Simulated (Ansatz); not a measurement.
**AlO+ (quintet): from Hartree-Fock to the top rungs, 6-31G**

The task here is to estimate one member of a computed series from the others.

Computed with Ansatz 0.2.0, Gaussian basis. Level: 6-31G, core rule «outside noble gas», up to 6 orbitals frozen.

The runs, in order: UHF; CCSD(T) on ROHF; CCSD(T) on UHF; BCCD(T) on ROHF; CISD; CCSDT(Q) on ROHF; CCSDT(Q) on UHF; CISDTQ; CCSDTQ on ROHF; CCSDTQ on UHF; Full CI.

23 further runs of the same task are left out: 8 for a known fault of the program, 4 that didn't finish, 11 set aside as unsound or not needed.

**The geometry**

The geometry is a PBE0/def2-TZVP stationary point (not a proven minimum) of the parent state, kept for this charge and spin.

2 atoms, charge 1, spin multiplicity 5.

Atoms are counted from 1 here; the program's logs count them from 0.

Bond lengths: Al1–O2 1.784 Å.

Set-up of the first run:

The input, in.yaml:

```yaml
crystal:
  periodic: [false, false, false]
  atoms:
    - {symbol: Al, position_ang: [0.000000, 0.000000, 0.000000]}
    - {symbol: O, position_ang: [0.000000, 0.000000, 1.784100]}
basis:
  gaussian: {orbitals: 6-31G}
total_charge: 1
magnetization: {spin_polarized: true, initial_magnetization: 4}
hamiltonian: {xc: hf}
output: {orbitals: {seedname: orbitals}}
```

Started as:

```bash
$ ansatz run in.yaml --threads 1 --pin off --events-out ev --progress --plain --max-ram 2393MiB
```

Among the steps run: UHF; CCSD(T) on ROHF; CCSD(T) on UHF; BCCD(T) on ROHF; CISD; CCSDT(Q) on ROHF; CCSDT(Q) on UHF; CISDTQ; CCSDTQ on ROHF; CCSDTQ on UHF; Full CI.

One of the session's tables, all rows but one given; the rest of the session is left out.

| method | from FCI (meV) |
| --- | --- |
| ROHF | +1807.3 |
| UHF | +1717.5 |
| RMP2 | +311.9 |
| UMP2 | +287.5 |
| CISD | +45.8 |
| RCCSD | +24.1 |
| UCCSD | +21.2 |
| RCCSD(T) | ? |
| UCCSD(T) | +2.7 |
| BCCD(T) | +5.1 |
| RCCSDT | +0.1 |
| UCCSDT | -1.9 |
| CISDTQ | +0.9 |
| RCCSDT(Q) | 0.0 |
| UCCSDT(Q) | -2.2 |
| RCCSDTQ | -0.1 |
| UCCSDTQ | -2.2 |
| FCI | 0 |

Q: Estimate the row for RCCSD(T) from the others.

**Answer.** from FCI (meV): +4.8. In the column «from FCI (meV)» it lies between UCCSD(T) (+2.7) and BCCD(T) (+5.1).

Among the levels timed on like hardware and quicker than the yardstick, those that no quicker one beats, quickest first: CISD (1.8 s, +45.8 meV); BCCD(T) (1.9 s, +5.1 meV); UCCSD(T) (2.3 s, +2.7 meV); RCCSDT(Q) (4.7 s, 0.0 meV).

Caveats from the session: The yardstick is full CI for this spin, exact in this basis with these frozen cores. UCCSDT(Q), UCCSDTQ fall below full CI: unrestricted runs freeze a spin-polarised core, another one than full CI's, and coupled cluster isn't variational. Levels on UHF freeze UHF's core orbitals, full CI those of ROHF, so the U rows can settle a little off it for that reason alone. Restricted and unrestricted rows rest on different reference determinants; where their highest levels disagree by more than a few hundredths of an eV, they describe different states and don't form one ladder.
